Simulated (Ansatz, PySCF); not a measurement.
System: CH$_{2}$, charge 0, triplet. CH2 (SMILES [CH2], triplet).
B3LYP-D3(BJ)/def2-TZVP minimum from Ansatz (a program for electronic structure):
```xyz
3

C      0.0094     0.0032     0.1026
H     -0.0192     0.9863    -0.3393
H     -0.0373    -1.0052    -0.2764
```
Charge 0, spin multiplicity 3.

Total energies in hartree (Ansatz). Radicals and triplets start from unrestricted determinants; spin-orbit coupling is neglected. Correlated methods leave the cores frozen. No relativity. For partners of very few electrons the exact lower level stands in for a higher one.

```csv
species,HF/cc-pVTZ,CCSD(T)/cc-pVTZ,HF/cc-pVQZ,CCSD(T)/cc-pVQZ,CCSDT(Q)/cc-pVQZ
"1: CH2 (SMILES [CH2], triplet)",-38.93759,-39.07782,-38.94007,-39.08730,-39.08787
2: C (triplet),-37.69157,-37.78076,-37.69331,-37.78654,-37.78704
3: H (doublet),-0.49981,-0.49981,-0.49995,-0.49995,-0.49995
```

**Question.** Work out the enthalpy of formation at 298 K (by atomisation, with ideal-gas terms from PySCF's Hessian at B3LYP-D3(BJ)/def2-TZVP and the atoms' measured values of the G2/97 table; no spin-orbit terms) in kcal/mol: take Hartree-Fock from cc-pVQZ, extrapolate the CCSD(T) correlation energy as X^-3 (X = 3, 4), and add CCSDT(Q) - CCSD(T) in cc-pVQZ. The further terms named in the bracket sum to +0.45282 hartree. 1 hartree = 627.51 kcal/mol.

**Answer.** 
Species 1: correlation (64·(-0.14723) - 27·(-0.14023))/37 = -0.15234; step -0.00057; E1 = -38.94007 + (-0.15234) + (-0.00057) = -39.09298
Species 2: correlation (64·(-0.09323) - 27·(-0.08919))/37 = -0.09618; step -0.00050; E2 = -37.69331 + (-0.09618) + (-0.00050) = -37.78999
Species 3: correlation (64·(0.00000) - 27·(0.00000))/37 = 0.00000; step +0.00000; E3 = -0.49995 + (0.00000) + (+0.00000) = -0.49995
+1·E1 -1·E2 -2·E3 +0.45282 = 0.14973 hartree = 94.0 kcal/mol. Measured: 93.7 kcal/mol, 392.0 kJ/mol (G2/97 table in ASE (Curtiss et al.)); atomic spin-orbit terms, which the calculations lack, would raise the computed values. The composite differs from it by +0.3 kcal/mol; core, relativistic and spin-orbit terms are not in it.
